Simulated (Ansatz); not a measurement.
AlH (`[AlH]`). The species carries charge 0 and has multiplicity 1. All single points use the PBE0-D4/def2-TZVP geometry.

```xyz
2

Al    0.707   -0.089   -0.431
H    -0.707    0.089    0.431
```

(1) What is the dipole moment at B3LYP/def2-TZVPP? (Estimate.)

(2) And with PBE, r2SCAN, ωB97M-V? (Best estimate.)

(3) Give the Mulliken charges with B3LYP, r2SCAN, ωB97M-V in def2-TZVPP. (An estimate is asked.)

Answers

(1) Computed: 0.23 D, with components (0.19, -0.02, -0.12) D in this frame, pointing from negative to positive charge.

(2) The calculation gave: PBE 0.12 D, r2SCAN 0.05 D, ωB97M-V 0.38 D.

(3) Computed: 
```csv
atom,B3LYP,r2SCAN,ωB97M-V
Al1,0.19,0.23,0.17
H2,-0.19,-0.23,-0.17
```

B3LYP here is the variant with VWN-RPA as its local correlation; programs differ in this.
